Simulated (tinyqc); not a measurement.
Inside a calculation. Method: UHF in the sto-3g basis, for CH2, spin multiplicity 3. One step of it, computed by the program tinyqc.

Problem. Iteration 1: building the Fock matrix. J_ij = sum D_kl (ij|kl) with D = D(alpha) + D(beta), K_ij = sum D_kl (ik|jl) for each spin; F = H + J - K(s); E = tr D H + tr D J / 2 - 0.5 sum_s tr D(s) K(s) + E_nn.

D(alpha) at the start, lower triangle:
```
,1C 1s,1C 2s,1C 2px,1C 2py,1C 2pz,2H 1s,3H 1s
1C 1s,1.338914
1C 2s,-0.318768,1.294851
1C 2px,0.000000,0.000000,0.411611
1C 2py,0.000000,0.000000,0.000000,0.368515
1C 2pz,0.006480,-0.023619,0.000000,0.000000,0.399716
2H 1s,-0.013883,0.054181,0.000000,0.033968,0.014286,0.596396
3H 1s,-0.013883,0.054181,0.000000,-0.033968,0.014286,0.017498,0.596396
```

D(beta) at the start, lower triangle:
```
,1C 1s,1C 2s,1C 2px,1C 2py,1C 2pz,2H 1s,3H 1s
1C 1s,0.803348
1C 2s,-0.191261,0.776911
1C 2px,0.000000,0.000000,0.246967
1C 2py,0.000000,0.000000,0.000000,0.221109
1C 2pz,0.003888,-0.014172,0.000000,0.000000,0.239830
2H 1s,-0.008330,0.032508,0.000000,0.020381,0.008572,0.357837
3H 1s,-0.008330,0.032508,0.000000,-0.020381,0.008572,0.010499,0.357837
```

core Hamiltonian H = T + V (hartree), lower triangle:
```
,1C 1s,1C 2s,1C 2px,1C 2py,1C 2pz,2H 1s,3H 1s
1C 1s,-18.624752
1C 2s,-4.492488,-5.567708
1C 2px,0.000000,0.000000,-4.453422
1C 2py,0.000000,0.000000,0.000000,-4.609553
1C 2pz,-0.012552,-0.135464,0.000000,0.000000,-4.497434
2H 1s,-0.829308,-1.994023,0.000000,-1.521645,-0.833842,-3.267733
3H 1s,-0.829308,-1.994023,0.000000,1.521645,-0.833842,-0.422994,-3.267733
```

Two-electron integrals (ij|kl) in chemists' order, unique and non-zero (hartree):
```
i,j,k,l,(ij|kl)
1,1,1,1,3.541948
2,1,1,1,0.576921
2,1,2,1,0.111888
2,2,1,1,0.854682
2,2,2,1,0.205284
2,2,2,2,0.624709
3,1,3,1,0.020296
3,2,3,1,0.030858
3,2,3,2,0.137996
3,3,1,1,0.852436
3,3,2,1,0.205335
3,3,2,2,0.624568
3,3,3,3,0.672833
4,1,4,1,0.020296
4,2,4,1,0.030858
4,2,4,2,0.137996
4,3,4,3,0.036269
4,4,1,1,0.852436
4,4,2,1,0.205335
4,4,2,2,0.624568
4,4,3,3,0.600295
4,4,4,4,0.672833
5,1,5,1,0.020296
5,2,5,1,0.030858
5,2,5,2,0.137996
5,3,5,3,0.036269
5,4,5,4,0.036269
5,5,1,1,0.852436
5,5,2,1,0.205335
5,5,2,2,0.624568
5,5,3,3,0.600295
5,5,4,4,0.600295
5,5,5,5,0.672833
6,1,1,1,0.105896
6,1,2,1,0.020424
6,1,2,2,0.037442
6,1,3,3,0.037315
6,1,4,1,0.001089
6,1,4,2,0.002039
6,1,4,4,0.037623
6,1,5,1,0.000578
6,1,5,2,0.001083
6,1,5,4,0.000164
6,1,5,5,0.037402
6,1,6,1,0.003810
6,2,1,1,0.267713
6,2,2,1,0.065228
6,2,2,2,0.220127
6,2,3,3,0.214723
6,2,4,1,0.005476
6,2,4,2,0.038650
6,2,4,4,0.227204
6,2,5,1,0.002908
6,2,5,2,0.020521
6,2,5,4,0.006627
6,2,5,5,0.218242
6,2,6,1,0.012433
6,2,6,2,0.103949
6,3,3,1,0.006456
6,3,3,2,0.034591
6,3,4,3,0.007441
6,3,5,3,0.003951
6,3,6,3,0.012366
6,4,1,1,0.206243
6,4,2,1,0.050880
6,4,2,2,0.182066
6,4,3,3,0.172946
6,4,4,1,0.010157
6,4,4,2,0.064082
6,4,4,4,0.197405
6,4,5,1,0.001965
6,4,5,2,0.015658
6,4,5,4,0.009035
6,4,5,5,0.175646
6,4,6,1,0.010126
6,4,6,2,0.102030
6,4,6,4,0.110694
6,5,1,1,0.109501
6,5,2,1,0.027014
6,5,2,2,0.096665
6,5,3,3,0.091823
6,5,4,1,0.001965
6,5,4,2,0.015658
6,5,4,4,0.096907
6,5,5,1,0.007499
6,5,5,2,0.042904
6,5,5,4,0.010141
6,5,5,5,0.101158
6,5,6,1,0.005376
6,5,6,2,0.054171
6,5,6,4,0.052205
6,5,6,5,0.040083
6,6,1,1,0.425764
6,6,2,1,0.105486
6,6,2,2,0.405800
6,6,3,3,0.384555
6,6,4,1,0.010747
6,6,4,2,0.103081
6,6,4,4,0.433863
6,6,5,1,0.005706
6,6,5,2,0.054729
6,6,5,4,0.026179
6,6,5,5,0.398455
6,6,6,1,0.020360
6,6,6,2,0.246700
6,6,6,4,0.266898
6,6,6,5,0.141705
6,6,6,6,0.774606
7,1,1,1,0.105896
7,1,2,1,0.020424
7,1,2,2,0.037442
7,1,3,3,0.037315
7,1,4,1,-0.001089
7,1,4,2,-0.002039
7,1,4,4,0.037623
7,1,5,1,0.000578
7,1,5,2,0.001083
7,1,5,4,-0.000164
7,1,5,5,0.037402
7,1,6,1,0.003685
7,1,6,2,0.011630
7,1,6,4,0.008679
7,1,6,5,0.005039
7,1,6,6,0.018714
7,1,7,1,0.003810
7,2,1,1,0.267713
7,2,2,1,0.065228
7,2,2,2,0.220127
7,2,3,3,0.214723
7,2,4,1,-0.005476
7,2,4,2,-0.038650
7,2,4,4,0.227204
7,2,5,1,0.002908
7,2,5,2,0.020521
7,2,5,4,-0.006627
7,2,5,5,0.218242
7,2,6,1,0.011630
7,2,6,2,0.071621
7,2,6,4,0.051209
7,2,6,5,0.036277
7,2,6,6,0.130224
7,2,7,1,0.012433
7,2,7,2,0.103949
7,3,3,1,0.006456
7,3,3,2,0.034591
7,3,4,3,-0.007441
7,3,5,3,0.003951
7,3,6,3,0.007874
7,3,7,3,0.012366
7,4,1,1,-0.206243
7,4,2,1,-0.050880
7,4,2,2,-0.182066
7,4,3,3,-0.172946
7,4,4,1,0.010157
7,4,4,2,0.064082
7,4,4,4,-0.197405
7,4,5,1,-0.001965
7,4,5,2,-0.015658
7,4,5,4,0.009035
7,4,5,5,-0.175646
7,4,6,1,-0.008679
7,4,6,2,-0.051209
7,4,6,4,-0.029883
7,4,6,5,-0.025478
7,4,6,6,-0.087969
7,4,7,1,-0.010126
7,4,7,2,-0.102030
7,4,7,4,0.110694
7,5,1,1,0.109501
7,5,2,1,0.027014
7,5,2,2,0.096665
7,5,3,3,0.091823
7,5,4,1,-0.001965
7,5,4,2,-0.015658
7,5,4,4,0.096907
7,5,5,1,0.007499
7,5,5,2,0.042904
7,5,5,4,-0.010141
7,5,5,5,0.101158
7,5,6,1,0.005039
7,5,6,2,0.036277
7,5,6,4,0.025478
7,5,6,5,0.025873
7,5,6,6,0.069662
7,5,7,1,0.005376
7,5,7,2,0.054171
7,5,7,4,-0.052205
7,5,7,5,0.040083
7,6,1,1,0.052649
7,6,2,1,0.012862
7,6,2,2,0.044753
7,6,3,3,0.043629
7,6,4,4,0.045094
7,6,5,1,0.000969
7,6,5,2,0.007239
7,6,5,5,0.045490
7,6,6,1,0.002386
7,6,6,2,0.018504
7,6,6,4,0.015867
7,6,6,5,0.010619
7,6,6,6,0.040480
7,6,7,1,0.002386
7,6,7,2,0.018504
7,6,7,4,-0.015867
7,6,7,5,0.010619
7,6,7,6,0.004092
7,7,1,1,0.425764
7,7,2,1,0.105486
7,7,2,2,0.405800
7,7,3,3,0.384555
7,7,4,1,-0.010747
7,7,4,2,-0.103081
7,7,4,4,0.433863
7,7,5,1,0.005706
7,7,5,2,0.054729
7,7,5,4,-0.026179
7,7,5,5,0.398455
7,7,6,1,0.018714
7,7,6,2,0.130224
7,7,6,4,0.087969
7,7,6,5,0.069662
7,7,6,6,0.243871
7,7,7,1,0.020360
7,7,7,2,0.246700
7,7,7,4,-0.266898
7,7,7,5,0.141705
7,7,7,6,0.040480
7,7,7,7,0.774606
```

nuclear repulsion = 5.42310486 hartree

Give: Coulomb J; exchange K(alpha); exchange K(beta); F(alpha); F(beta); total energy of this density.

Solution.

Coulomb J (hartree), lower triangle:
```
,1C 1s,1C 2s,1C 2px,1C 2py,1C 2pz,2H 1s,3H 1s
1C 1s,11.333
1C 2s,2.171,4.993
1C 2px,0.000,0.000,4.945
1C 2py,0.000,0.000,0.000,5.044
1C 2pz,0.011,0.109,0.000,0.000,4.973
2H 1s,0.398,1.787,0.000,1.493,0.815,3.491
3H 1s,0.398,1.787,0.000,-1.493,0.815,0.364,3.491
```

exchange K(alpha) (hartree), lower triangle:
```
,1C 1s,1C 2s,1C 2px,1C 2py,1C 2pz,2H 1s,3H 1s
1C 1s,4.547
1C 2s,0.786,1.168
1C 2px,0.000,0.000,0.514
1C 2py,0.000,0.000,0.000,0.635
1C 2pz,0.008,0.070,0.000,0.000,0.548
2H 1s,0.159,0.532,0.000,0.304,0.175,0.707
3H 1s,0.159,0.532,0.000,-0.304,0.175,0.157,0.707
```

exchange K(beta) (hartree), lower triangle:
```
,1C 1s,1C 2s,1C 2px,1C 2py,1C 2pz,2H 1s,3H 1s
1C 1s,2.728
1C 2s,0.471,0.701
1C 2px,0.000,0.000,0.309
1C 2py,0.000,0.000,0.000,0.381
1C 2pz,0.005,0.042,0.000,0.000,0.329
2H 1s,0.096,0.319,0.000,0.182,0.105,0.424
3H 1s,0.096,0.319,0.000,-0.182,0.105,0.094,0.424
```

F(alpha) (hartree), lower triangle:
```
,1C 1s,1C 2s,1C 2px,1C 2py,1C 2pz,2H 1s,3H 1s
1C 1s,-11.839
1C 2s,-3.107,-1.742
1C 2px,0.000,0.000,-0.023
1C 2py,0.000,0.000,0.000,-0.200
1C 2pz,-0.010,-0.096,0.000,0.000,-0.073
2H 1s,-0.591,-0.739,0.000,-0.333,-0.193,-0.483
3H 1s,-0.591,-0.739,0.000,0.333,-0.193,-0.215,-0.483
```

F(beta) (hartree), lower triangle:
```
,1C 1s,1C 2s,1C 2px,1C 2py,1C 2pz,2H 1s,3H 1s
1C 1s,-10.020
1C 2s,-2.793,-1.275
1C 2px,0.000,0.000,0.183
1C 2py,0.000,0.000,0.000,0.054
1C 2pz,-0.006,-0.068,0.000,0.000,0.147
2H 1s,-0.527,-0.526,0.000,-0.211,-0.123,-0.201
3H 1s,-0.527,-0.526,0.000,0.211,-0.123,-0.153,-0.201
```

total energy of this density = -38.45253 hartree

This density is the starting one; it is not idempotent, so its energy is not variational and may lie below the converged one.
